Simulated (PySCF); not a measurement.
# TDDFT excited states: F2O2S

Compound: sulfuryl fluoride, F₂O₂S.
SMILES: `O=S(=O)(F)F`

The calculation used TDDFT CAM-B3LYP/aug-cc-pVTZ, vertical, gas phase, core orbitals frozen in the response in PySCF 2.14.0, density-fitted response routines. Geometry: PBE0-D3(BJ)/def2-TZVP; no solvent, vibrations or thermal averaging.

Problem. What does the calculation give for the low-lying excited states?

Solution. 

| state | E (eV) | λ (nm) | f | symmetry | main configurations (H = HOMO, L = LUMO) |
| --- | --- | --- | --- | --- | --- |
| S1 | 8.46 | 146.5 | 0.0067 | B1 or B2 | H→L (85%), H→L+5 (10%) |
| S2 | 8.82 | 140.6 | 0.0000 | – | H-1→L (84%), H-1→L+5 (9%) |
| S3 | 9.21 | 134.6 | 0.0000 | – | H→L+4 (79%), H→L+1 (17%) |
| S4 | 10.05 | 123.4 | 0.0067 | B1 or B2 | H-1→L+4 (47%), H→L+5 (16%), H→L+6 (10%) |
| S5 | 10.11 | 122.6 | 0.063 | B1 or B2 | H-2→L (84%), H-2→L+5 (10%) |
| S6 | 10.41 | 119.1 | 0.091 | A1 | H-3→L (78%) |
| S7 | 10.64 | 116.5 | 0.0000 | – | H-1→L+5 (45%), H-1→L+2 (23%), H-1→L+6 (18%) |
| S8 | 10.80 | 114.8 | 0.047 | B1 or B2 | H→L+5 (56%), H-1→L+4 (15%) |
| S9 | 10.94 | 113.3 | 0.0000 | – | H→L+1 (77%), H→L+4 (18%) |
| S10 | 10.98 | 113.0 | 0.0002 | – | H→L+3 (87%) |

Triplets, Tamm–Dancoff:

```tsv
state	E (eV)	λ (nm)	main configurations (H = HOMO, L = LUMO)
T1	7.99	155.2	H→L (78%), H→L+5 (11%)
T2	8.37	148.1	H-1→L (78%), H-1→L+5 (12%)
T3	8.85	140.0	H→L+4 (77%), H→L+1 (17%)
T4	8.87	139.8	H-1→L+4 (74%), H-1→L+1 (16%)
```

The lowest singlet lies at 8.46 eV (147 nm, vacuum ultraviolet) and is weak; its leading configuration is HOMO→LUMO (85%). The strongest level in the table is S6 at 10.41 eV (119 nm, f = 0.091). Löwdin shares by element: HOMO oxygen 77%, sulfur 16%; LUMO sulfur 55%, fluorine 23%, oxygen 11% or more. The listed states span 2.51 eV, and the widest gap between neighbours is 0.83 eV (S3 to S4). Weighted by f, the mean energy of these states is 10.34 eV. The oscillator strengths of these states sum to 0.215; summed over the whole spectrum of an exact calculation they would give the number of electrons, 50 (Thomas–Reiche–Kuhn). Symmetry labels in C2v follow from the direction of the transition dipole and are given only for states with f of 0.002 or more; B1 and B2 swap with the choice of axes. The window holds the lowest 10 singlets.
